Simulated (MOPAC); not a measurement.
MOPAC input (PM3):

```
PM3 1SCF CHARGE=1 GEO-OK AUX(PRECISION=9) THREADS=1
CH6N

C     0.02626120 1    0.80023624 1   -0.00162620 1
N    -0.02330573 1   -0.71017665 1    0.00144319 1
H    -0.99358514 1    1.17371220 1   -0.00278660 1
H    -0.51214923 1   -1.06595556 1    0.82736530 1
H    -0.51150715 1   -1.06933122 1   -0.82339698 1
H     0.55255591 1    1.12478962 1    0.89126304 1
H     0.55325085 1    1.12113599 1   -0.89542565 1
H     0.91700769 1   -1.11453191 1    0.00263580 1
```

From the last part of the output:

```
                                                       MOPAC v23.2.5 Linux

          FINAL HEAT OF FORMATION =        155.24616 KCAL/MOL =     649.54993 KJ/MOL

          COSMO AREA              =         74.05 SQUARE ANGSTROMS
          COSMO VOLUME            =         54.51 CUBIC ANGSTROMS

          IONIZATION POTENTIAL    =         19.710206 EV
          HOMO LUMO ENERGIES (EV) =        -19.710 -5.349
          NO. OF FILLED LEVELS    =          7
          MOLECULAR WEIGHT        =         32.0651         POINT GROUP:  C3v

          MOLECULAR DIMENSIONS (Angstroms)

            Atom       Atom       Distance
            H     8    H     3     2.98102
            H     4    H     7     2.80860
            H     6    H     5     2.71867

          SCF CALCULATIONS        =          1

   ATOM   CHEMICAL          X               Y               Z
  NUMBER   SYMBOL      (ANGSTROMS)     (ANGSTROMS)     (ANGSTROMS)

     1       C          0.02626120  *   0.80023624  *  -0.00162620  *
     2       N         -0.02330573  *  -0.71017665  *   0.00144319  *
     3       H         -0.99358514  *   1.17371220  *  -0.00278660  *
     4       H         -0.51214923  *  -1.06595556  *   0.82736530  *
     5       H         -0.51150715  *  -1.06933122  *  -0.82339698  *
     6       H          0.55255591  *   1.12478962  *   0.89126304  *
     7       H          0.55325085  *   1.12113599  *  -0.89542565  *
     8       H          0.91700769  *  -1.11453191  *   0.00263580  *

                             CARTESIAN COORDINATES

   1    C        0.026261200     0.800236240    -0.001626200
   2    N       -0.023305730    -0.710176650     0.001443190
   3    H       -0.993585140     1.173712200    -0.002786600
   4    H       -0.512149230    -1.065955560     0.827365300
   5    H       -0.511507150    -1.069331220    -0.823396980
   6    H        0.552555910     1.124789620     0.891263040
   7    H        0.553250850     1.121135990    -0.895425650
   8    H        0.917007690    -1.114531910     0.002635800

           Empirical Formula: C H6 N  =     8 atoms

      MOLECULAR POINT GROUP   :   C3v

                  EIGENVALUES
 -41.59735 -31.19715 -24.31342 -24.31342 -22.43043 -19.71021 -19.71021  -5.34917
  -3.48787  -3.48787  -3.43850  -1.87643  -1.87643  -1.77833

              NET ATOMIC CHARGES AND DIPOLE CONTRIBUTIONS

  ATOM NO.   TYPE          CHARGE      No. of ELECS.   s-Pop       p-Pop
    1          C          -0.235578        4.2356     1.17425     3.06133
    2          N           0.797526        4.2025     1.13637     3.06610
    3          H           0.114242        0.8858     0.88576
    4          H           0.031775        0.9682     0.96823
    5          H           0.031775        0.9682     0.96823
    6          H           0.114242        0.8858     0.88576
    7          H           0.114242        0.8858     0.88576
    8          H           0.031775        0.9682     0.96823
 DIPOLE           X         Y         Z       TOTAL
 POINT-CHG.    -0.073    -2.221     0.005     2.222
 HYBRID        -0.008    -0.232     0.000     0.232
 SUM           -0.080    -2.453     0.005     2.454

          ATOMIC ORBITAL ELECTRON POPULATIONS

     Atom    s        px        py        pz
    1  C   1.17425   1.09816   0.86475   1.09841
    2  N   1.13637   1.02242   1.02127   1.02242
    3  H   0.88576
    4  H   0.96823
    5  H   0.96823
    6  H   0.88576
    7  H   0.88576
    8  H   0.96823

 **********************
 *                    *
 * JOB ENDED NORMALLY *
 *                    *
 **********************

 == MOPAC DONE ==
```

The dipole moment of an ion depends on the origin.
